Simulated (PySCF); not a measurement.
Molecule: `CCCOC`, C₄H₁₀O.

Numbering as in the mapped SMILES `[CH3:1][CH2:2][CH2:3][O:4][CH3:5]`; H(Xn) means a hydrogen on atom n.

Geometry PBE0-D3(BJ)/def2-SVP throughout; GIAO in PySCF 2.14, gas phase, one conformer, non-relativistic; equivalent atoms averaged; functional PBE0.

Task: How do the shifts δ (against TMS, H2O at the same level) depend on the basis set? (ppm; last column core-seconds on shared hosts with different chips, so compare them loosely)

Result: 
```csv
basis set,functions,C3,C5,C2,C1,O4,H(C5),H(C3),H(C2),H(C1),core-s
STO-3G,35,58.6,49.5,24.3,18.9,-33.7,1.73,1.39,1.16,0.66,2.6
6-31G,65,72.8,56.5,24.6,11.8,8.2,3.42,3.22,1.91,0.97,4.6
pcSseg-0,65,79.2,62.9,25.8,12.5,12.6,3.51,2.97,1.74,0.96,4.1
6-31G*,90,71.6,56.3,24.1,11.3,7.4,3.23,3.14,1.68,0.86,6.2
def2-SVP,120,72.9,56.2,24.3,10.9,24.1,3.09,2.85,1.42,0.73,8.3
cc-pVDZ,120,74.6,56.6,26.8,12.0,28.4,3.15,2.93,1.46,0.79,9.1
pcSseg-1,135,77.3,59.3,26.2,11.3,25.8,3.29,2.94,1.51,0.86,13
"6-311+G(2d,p)",195,76.1,58.0,26.2,10.4,22.1,3.29,3.10,1.59,0.84,17
aug-cc-pVDZ,205,73.9,55.9,26.9,11.1,22.7,3.39,3.15,1.66,0.93,20
def2-TZVP,215,78.1,59.2,27.0,11.1,25.6,3.28,3.08,1.60,0.85,20
IGLO-III,275,79.3,60.2,27.4,11.1,23.0,3.31,3.10,1.61,0.86,32
cc-pVTZ,290,77.2,58.7,26.6,11.1,27.8,3.26,3.05,1.57,0.85,35
pcSseg-2,320,80.2,61.0,27.8,11.6,23.4,3.30,3.08,1.62,0.88,46
```

Task: Which nucleus moves most, in ppm?

Result: O4 (ether oxygen): from -33.7 ppm with STO-3G to 28.4 ppm with cc-pVDZ. The smallest spread is 0.31 ppm, at H(C1). Proton shifts span only some 12 ppm, so a few tenths of a ppm matter as much there as several ppm in carbon.

Task: Taking the largest basis, pcSseg-2 (320 functions), as the yardstick, rank the others by their worst heavy-atom deviation.

Result: IGLO-III 0.9 ppm (275 functions), def2-TZVP 2.2 ppm (215 functions), pcSseg-1 2.9 ppm (135 functions), 6-311+G(2d,p) 4.1 ppm (195 functions), cc-pVTZ 4.4 ppm (290 functions), cc-pVDZ 5.6 ppm (120 functions), aug-cc-pVDZ 6.3 ppm (205 functions), def2-SVP 7.3 ppm (120 functions), pcSseg-0 10.8 ppm (65 functions), 6-31G 15.2 ppm (65 functions), 6-31G* 16.0 ppm (90 functions), STO-3G 57.1 ppm (35 functions).

A small basis that lands close on one nucleus may do so by chance; judge by the trend and by all nuclei.
